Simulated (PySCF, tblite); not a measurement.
Breaking a bond: CN, doublet.

- GFN2-xTB, 300 K electronic temperature (tblite)
- UCCSD(T) = CCSD(T) on UHF/6-31G, 2 core orbitals frozen (PySCF 2.14.0)

Energies relative to the lowest point of each curve near equilibrium, in eV; the last columns give the difference from UCCSD(T):

| R / Å | GFN2-xTB | UCCSD(T) | GFN2-xTB − UCCSD(T) |
|---|---|---|---|
| 0.92 | 5.313 | 7.593 | -2.280 |
| 0.99 | 2.011 | 3.622 | -1.611 |
| 1.04 | 0.755 | 1.888 | -1.133 |
| 1.10 | 0.076 | 0.662 | -0.586 |
| 1.12 | 0.000 | 0.414 | -0.414 |
| 1.16 | 0.020 | 0.105 | -0.085 |
| 1.20 | 0.221 | 0.000 | 0.221 |
| 1.22 | 0.374 | 0.009 | 0.364 |
| 1.27 | 0.871 | 0.173 | 0.698 |
| 1.35 | 1.887 | 0.728 | 1.159 |
| 1.43 | 3.029 | 1.485 | 1.544 |

GFN2-xTB is furthest from UCCSD(T) at 0.92 (-2.280 eV, below); its mean absolute difference over the points is 0.918 eV.

The scan ran from 0.92 to 4.64 Å; beyond the distances shown one of the unrestricted levels run for this scan, shown here or not, changes its spin distribution in one step. The unrestricted determinant behind UCCSD(T) is spin-contaminated at 1.04 to 1.43 Å (<S²> up to 2.1, against 0.75 for a pure doublet).
